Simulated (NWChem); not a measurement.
Everything below was run with NWChem. System: nitrogen (N2), charge 0, spin multiplicity 1, at a geometry optimised with B3LYP/def2-SVP. Level: RHF/def2-SVP.

Part of the output:

```
             Northwest Computational Chemistry Package (NWChem) 7.3.0
             --------------------------------------------------------

                                NWChem Input Module
                                -------------------

 Scaling coordinates for geometry "geometry" by  1.889725989
 (inverse scale =  0.529177249)

 Turning off AUTOSYM since
 SYMMETRY directive was detected!

                             Geometry "geometry" -> ""
                             -------------------------

 Output coordinates in angstroms (scale by  1.889725989 to convert to a.u.)

  No.       Tag          Charge          X              Y              Z
 ---- ---------------- ---------- -------------- -------------- --------------
    1 N                    7.0000     0.00000000     0.00000000     0.55019600
    2 N                    7.0000     0.00000000     0.00000000    -0.55019600

 Effective nuclear repulsion energy (a.u.)      23.5640437235

            Nuclear Dipole moment (a.u.)
            ----------------------------
        X                 Y               Z
 ---------------- ---------------- ----------------
     0.0000000000     0.0000000000     0.0000000000

      Symmetry information
      --------------------

 Group name             D2h
 Group number             26
 Group order               8
 No. of unique centers     1

      Symmetry unique atoms

     1


 Summary of "ao basis" -> "" (spherical)
 ------------------------------------------------------------------------------
       Tag                 Description            Shells   Functions and Types
 ---------------- ------------------------------  ------  ---------------------
 *                          def2-svp                  on all atoms

 Summary of "ao basis" -> "ao basis" (spherical)
 ------------------------------------------------------------------------------
       Tag                 Description            Shells   Functions and Types
 ---------------- ------------------------------  ------  ---------------------
 N                          def2-svp                 6       14   3s2p1d

                                 NWChem SCF Module
                                 -----------------

  ao basis        = "ao basis"
  functions       =    28
  atoms           =     2
  closed shells   =     7
  open shells     =     0
  charge          =   0.00
  wavefunction    = RHF
  use symmetry    = T
  symmetry adapt  = T

 Summary of "ao basis" -> "ao basis" (spherical)
 ------------------------------------------------------------------------------
       Tag                 Description            Shells   Functions and Types
 ---------------- ------------------------------  ------  ---------------------
 N                          def2-svp                 6       14   3s2p1d

      Symmetry analysis of basis
      --------------------------

        ag          7
        au          1
        b1g         1
        b1u         7
        b2g         3
        b2u         3
        b3g         3
        b3u         3

 Forming initial guess at       0.1s

      Superposition of Atomic Density Guess
      -------------------------------------

 Sum of atomic energies:        -108.48836318

      Non-variational initial energy
      ------------------------------

 Total energy =    -109.004434
 1-e energy   =    -193.733384
 2-e energy   =      61.164906
 HOMO         =      -0.424852
 LUMO         =       0.029600

      Symmetry analysis of molecular orbitals - initial
      -------------------------------------------------

 !! scf_movecs_sym_adapt:   16 vectors were symmetry contaminated

  Symmetry fudging

 !! scf_movecs_sym_adapt:   16 vectors were symmetry contaminated

  Numbering of irreducible representations:

     1 ag          2 au          3 b1g         4 b1u         5 b2g
     6 b2u         7 b3g         8 b3u

  Orbital symmetries:

     1 ag          2 b1u         3 ag          4 b1u         5 b2u
     6 b3u         7 ag          8 b2g         9 b3g        10 b1u
    11 ag         12 ag         13 b1u        14 b2u        15 b3u
    16 b2g        17 b3g

 Starting SCF solution at       0.3s

 ----------------------------------------------
         Quadratically convergent ROHF

 Convergence threshold     :          1.000E-07
 Maximum no. of iterations :          100
 Final Fock-matrix accuracy:          1.000E-09
 ----------------------------------------------

              iter       energy          gnorm     gmax       time
             ----- ------------------- --------- --------- --------
                 1     -108.8401010158  4.29D-01  2.05D-01      0.3
                 2     -108.8509805654  9.81D-02  4.81D-02      0.3
                 3     -108.8517102319  1.51D-03  7.41D-04      0.4
                 4     -108.8517103760  3.18D-07  1.53D-07      0.4
                 5     -108.8517103760  3.42D-09  1.49D-09      0.4

       Final RHF  results
       ------------------

         Total SCF energy =   -108.851710375959
      One-electron energy =   -193.896991153618
      Two-electron energy =     61.481237054163
 Nuclear repulsion energy =     23.564043723496

        Time for solution =      0.2s

       Symmetry analysis of molecular orbitals - final
       -----------------------------------------------

  Numbering of irreducible representations:

     1 ag          2 au          3 b1g         4 b1u         5 b2g
     6 b2u         7 b3g         8 b3u

  Orbital symmetries:

     1 ag          2 b1u         3 ag          4 b1u         5 ag
     6 b2u         7 b3u         8 b2g         9 b3g        10 ag
    11 b1u        12 ag         13 b1u        14 b2u        15 b3u
    16 b3g        17 b2g

             Final eigenvalues
             -----------------

              1
    1  -15.6892
    2  -15.6859
    3   -1.4612
    4   -0.7646
    5   -0.6343
    6   -0.6160
    7   -0.6160
    8    0.1654
    9    0.1654
   10    0.6934
   11    0.7126
   12    0.8350
   13    0.8617
   14    0.8778
   15    0.8778
   16    1.0534
   17    1.0534

                       ROHF Final Molecular Orbital Analysis
                       -------------------------------------

 Vector    5  Occ=2.000000D+00  E=-6.343198D-01  Symmetry=ag
              MO Center= -1.3D-34,  2.7D-49, -6.0D-17, r^2= 1.3D+00
   Bfn.  Coefficient  Atom+Function         Bfn.  Coefficient  Atom+Function
  ----- ------------  ---------------      ----- ------------  ---------------
     6      0.452338  1 N  pz                20     -0.452338  2 N  pz
     3     -0.290930  1 N  s                 17     -0.290930  2 N  s
     9     -0.199804  1 N  pz                23      0.199804  2 N  pz

 Vector    6  Occ=2.000000D+00  E=-6.160488D-01  Symmetry=b2u
              MO Center= -9.5D-55, -2.8D-38,  1.6D-17, r^2= 9.1D-01
   Bfn.  Coefficient  Atom+Function         Bfn.  Coefficient  Atom+Function
  ----- ------------  ---------------      ----- ------------  ---------------
     5      0.429302  1 N  py                19      0.429302  2 N  py
     8     -0.257827  1 N  py                22     -0.257827  2 N  py

 Vector    7  Occ=2.000000D+00  E=-6.160488D-01  Symmetry=b3u
              MO Center= -5.4D-22,  4.6D-35, -1.3D-17, r^2= 9.1D-01
   Bfn.  Coefficient  Atom+Function         Bfn.  Coefficient  Atom+Function
  ----- ------------  ---------------      ----- ------------  ---------------
     4      0.429302  1 N  px                18      0.429302  2 N  px
     7     -0.257827  1 N  px                21     -0.257827  2 N  px

 Vector    8  Occ=0.000000D+00  E= 1.653739D-01  Symmetry=b2g
              MO Center= -5.2D-20, -3.7D-33,  7.3D-17, r^2= 1.4D+00
   Bfn.  Coefficient  Atom+Function         Bfn.  Coefficient  Atom+Function
  ----- ------------  ---------------      ----- ------------  ---------------
     7      0.670404  1 N  px                21     -0.670404  2 N  px
     4     -0.430681  1 N  px                18      0.430681  2 N  px

 Vector    9  Occ=0.000000D+00  E= 1.653739D-01  Symmetry=b3g
              MO Center=  6.9D-36,  1.5D-20,  1.3D-16, r^2= 1.4D+00
   Bfn.  Coefficient  Atom+Function         Bfn.  Coefficient  Atom+Function
  ----- ------------  ---------------      ----- ------------  ---------------
     8      0.670404  1 N  py                22     -0.670404  2 N  py
     5     -0.430681  1 N  py                19      0.430681  2 N  py

 Vector   10  Occ=0.000000D+00  E= 6.933651D-01  Symmetry=ag
              MO Center=  8.3D-23,  2.1D-37, -3.8D-17, r^2= 1.6D+00
   Bfn.  Coefficient  Atom+Function         Bfn.  Coefficient  Atom+Function
  ----- ------------  ---------------      ----- ------------  ---------------
     2      1.152049  1 N  s                 16      1.152049  2 N  s
     3     -0.874896  1 N  s                 17     -0.874896  2 N  s
     9      0.376192  1 N  pz                23     -0.376192  2 N  pz
     1      0.187383  1 N  s                 15      0.187383  2 N  s

 center of mass
 --------------
 x =   0.00000000 y =   0.00000000 z =   0.00000000

 moments of inertia (a.u.)
 ------------------
          30.275113808623           0.000000000000           0.000000000000
           0.000000000000          30.275113808623           0.000000000000
           0.000000000000           0.000000000000           0.000000000000

  Mulliken analysis of the total density
  --------------------------------------

    Atom       Charge   Shell Charges
 -----------   ------   -------------------------------------------------------
    1 N    7     7.00   1.99  1.10  0.68  2.14  1.04  0.05
    2 N    7     7.00   1.99  1.10  0.68  2.14  1.04  0.05

       Multipole analysis of the density wrt the origin
       ------------------------------------------------

     L   x y z        total         open         nuclear
     -   - - -        -----         ----         -------
     0   0 0 0     -0.000000      0.000000     14.000000

     1   1 0 0      0.000000      0.000000      0.000000
     1   0 1 0      0.000000      0.000000      0.000000
     1   0 0 1      0.000000      0.000000      0.000000

     2   2 0 0     -7.622101      0.000000      0.000000
     2   1 1 0      0.000000      0.000000      0.000000
     2   1 0 1     -0.000000      0.000000      0.000000
     2   0 2 0     -7.622101      0.000000      0.000000
     2   0 1 1      0.000000      0.000000      0.000000
     2   0 0 2     -8.875936      0.000000     15.134238

 Task  times  cpu:        0.4s     wall:        0.4s

 Total times  cpu:        0.5s     wall:        0.5s
```

Write an NWChem input that would produce this output.

One answer among several that fit: 
```
start mol
memory heap 200 mb stack 800 mb global 1000 mb
geometry units angstroms nocenter noautoz
  N      0.000000     0.000000     0.550196
  N      0.000000     0.000000    -0.550196
  symmetry group D2h
end
basis spherical
  * library def2-svp
end
scf
  rhf
  nopen 0
  maxiter 100
  thresh 1e-7
  semidirect memsize 60000000 filesize 0
end
task scf energy
```
